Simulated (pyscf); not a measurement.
H₂N–Nb(=O)(OH)–Cl → O=Nb(=O)–Cl + ammonia (NH₃), an elimination (singlet surface; H–O, N–Nb broken, H–N formed). Single points on ωB97X-D3(BJ)/def2-SVP structures (PySCF, gas phase). Energies in kcal/mol from the reactant's lowest minimum found.

Small-basis levels: PySCF, no dispersion term, spherical d functions. AM1 to PM7: differences of heats of formation from MOPAC, which are fitted to 298 K values and so differ in kind from electronic energies by zero-point and thermal terms. Cost: rough CPU time at the saddle relative to B3LYP/6-31G*+LANL2DZ, from one job on a shared machine.

```json
[
 {"level": "HF/6-31G*+LANL2DZ", "barrier": "57.2", "reaction energy": "+61.6", "cost": "0.1"},
 {"level": "SVWN5/6-31G*+LANL2DZ", "barrier": "36.0", "reaction energy": "+68.2", "cost": "1"},
 {"level": "BP86/6-31G*+LANL2DZ", "barrier": "38.8", "reaction energy": "+54.3", "cost": "2"},
 {"level": "PBE/6-31G*+LANL2DZ", "barrier": "38.3", "reaction energy": "+54.7", "cost": "2"},
 {"level": "M06-2X/6-31G*+LANL2DZ", "barrier": "44.7", "reaction energy": "+61.3", "cost": "3"},
 {"level": "B3LYP/6-311+G**+LANL2DZ", "barrier": "47.2", "reaction energy": "+57.4", "cost": "1"},
 {"level": "PBE/def2-SVP", "barrier": "?", "reaction energy": "+61.4", "cost": "2"},
 {"level": "PM6", "barrier": "60.2", "reaction energy": "+60.4", "cost": "under 0.02"},
 {"level": "PM7", "barrier": "?", "reaction energy": "+60.7", "cost": "under 0.02"},
 {"level": "ωB97M-D3(BJ)/def2-TZVP", "barrier": "?", "reaction energy": "+61.0", "cost": "–"}
]
```

Task: Complete the blanks.

Result: 
- PBE/def2-SVP, barrier: 38.0
- PM7, barrier: 98.6
- ωB97M-D3(BJ)/def2-TZVP, barrier: 44.3

Against the last row the barrier runs from -8.2 (SVWN5/6-31G*+LANL2DZ) to +54.3 kcal/mol (PM7). ωB97M-D3(BJ)/def2-TZVP has limits of its own. On the product side the descent ends in an adduct with a N–Nb contact, 51.5 kcal/mol under the separated species and 32.0 kcal/mol under the saddle at ωB97X-D3(BJ)/def2-TZVP. At ωB97M-D3(BJ) the saddle lies under the separated products, which points to a path from their complex (located at ωB97X-D3(BJ) alone), and parting the products costs more than the saddle. What is counted as broken (N–Nb) persists as a longer contact in the product adduct; parting that adduct is a step of its own. At the saddle there is also a short H–Nb contact that neither side keeps. One saddle was located; it need not be the lowest between these sides. In the def2 sets elements past Kr carry core potentials, without spin-orbit coupling.
